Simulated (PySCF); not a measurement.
# Which proton of fluoroacetylene is most acidic?

Molecule: fluoroacetylene, `C#CF` (C2HF). Numbering: `[CH:1]#[C:2][F:3]`

These are calculated values, B3LYP-D3(BJ)/ma-def2-TZVP in PySCF (grid level 2) at geometries from PBE0-D3(BJ)/ma-def2-SVP. The prefix ma- adds one diffuse s and one diffuse p function on all atoms but H. Zero-point and thermal terms (298.15 K, 1 bar) come from unscaled PBE0-D3(BJ)/ma-def2-SVP harmonic frequencies, with soft modes damped to free rotors in the entropy.

```jsonl
{"site": "C1 (alkyne carbon)", "product": "[C-]#CF", "ΔH(acid) / eV": "16.20", "ΔG(acid) / eV": "15.86"}
```

ΔH and ΔG refer to AH → A⁻ + H⁺ in the gas phase.

---

# Which proton of chloronium is most acidic?

Molecule: chloronium, `[ClH2+]` ([H2Cl]+). Non-hydrogen atoms are numbered in `[ClH2+:1]`.

These are calculated values, B3LYP-D3(BJ)/ma-def2-TZVP in PySCF (grid level 2) at geometries from PBE0-D3(BJ)/ma-def2-SVP. The prefix ma- adds one diffuse s and one diffuse p function on all atoms but H. Thermal corrections: PBE0-D3(BJ)/ma-def2-SVP frequencies, unscaled, ideal gas at 298.15 K and 1 bar, quasi-RRHO entropy.

```
          site  product  ΔH(acid) / kcal/mol  ΔG(acid) / kcal/mol
Cl1 (chlorine)      HCl                134.2                127.9
```

ΔH and ΔG refer to the loss of H⁺ in the gas phase.

Against the Active Thermochemical Tables (version 1.112): Cl1 559 (computed 562, error 2) kJ/mol.

Run with `OMP_NUM_THREADS=1 python redox_run.py task.json out` on 1 thread of Intel Xeon Platinum 8488C, a shared host. Structures, frequencies and single points: 5.1 s of wall time.

Differences come from unrounded values, so a last digit can differ from that of the printed terms.

---

# Gas-phase acidity of methyl cation

System: methyl cation, `[CH3+]` ([CH3]+). Numbering: `[CH3+:1]`

Energies: PBE0-D3(BJ)/ma-def2-TZVP (PySCF, density fitting, integration grid level 2) on PBE0-D3(BJ)/ma-def2-SVP structures. Thermal corrections: PBE0-D3(BJ)/ma-def2-SVP frequencies, unscaled, ideal gas at 298.15 K and 1 bar, quasi-RRHO entropy.

| site | product | ΔH(acid) / kcal/mol | ΔG(acid) / kcal/mol |
| --- | --- | --- | --- |
| C1 (cationic carbon) | CH2 (triplet) | 192.3 | 184.0 |

ΔH and ΔG refer to the loss of H⁺ in the gas phase.

Run with `OMP_NUM_THREADS=1 python redox_run.py task.json out` on 1 thread of Arm Neoverse V1, a shared host. Structures, frequencies and single points: 8.6 s of wall time.
